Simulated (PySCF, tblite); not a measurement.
Isomers of C4H5N2 (doublet state), one GFN2-xTB conformer each. Single-point energies are computed at B3LYP/pcH-1 (PySCF, gas phase, no added dispersion term), electronic only. GFN2-xTB treats the open shell by occupation alone, and not every SCF solution was tested for stability.

Task: Rank them by B3LYP/pcH-1 energy, lowest first (kcal/mol).
A. `[H]/[N:1]=[C:2]/[CH2:3][C@H:4]1[CH:5]=[N:6]1` (doublet state) with N1–C2–C3–C4 3°, C2–C3–C4–C5 93°
B. `[H]/[C:1]=[CH:2]\[N:3]=[CH:4]/[N:5]=[CH2:6]` (doublet state) with C1–C2–N3–C4 -56°, N3–C4–N5–C6 59°
C. `[H]/[C:1]=[N:2]/[CH:3]=[N:4]\[CH:5]=[CH2:6]` (doublet state) with C1–N2–C3–N4 58°, C3–N4–C5–C6 180°
D. `[CH2:1]=[C:2]/[N:3]=[CH:4]\[N:5]=[CH2:6]` (doublet state) with N3–C4–N5–C6 9°

Result: D (0.0), C (6.0), A (25.9), B (27.8).

Neighbours under 5.0 kcal/mol apart ([H]/N=[C]/C[C@H]1C=N1 and [H]/[C]=C\N=C/N=C) can change places with a better method, another conformer or zero-point energy. GFN2-xTB itself gives, in the same order: 0.0, 13.3, 46.4, 37.8. Both levels put the same isomer lowest; measured from each level's own lowest isomer, the values differ by up to 20.5 kcal/mol ([H]/N=[C]/C[C@H]1C=N1: 46.4 against 25.9).

Task: What happens when harmonic zero-point energies from GFN2-xTB frequencies are added?

Result: 
```tsv
SMILES	ZPE (kcal/mol)	electronic (kcal/mol)	with ZPE (kcal/mol)
C=[C]/N=C\N=C	48.8	0.0	0.0
[H]/[C]=N/C=N\C=C	49.1	6.0	6.3
[H]/N=[C]/C[C@H]1C=N1	50.5	25.9	27.6
[H]/[C]=C\N=C/N=C	48.8	27.8	27.9
```

The zero-point energies span 1.7 kcal/mol. The order is unchanged.
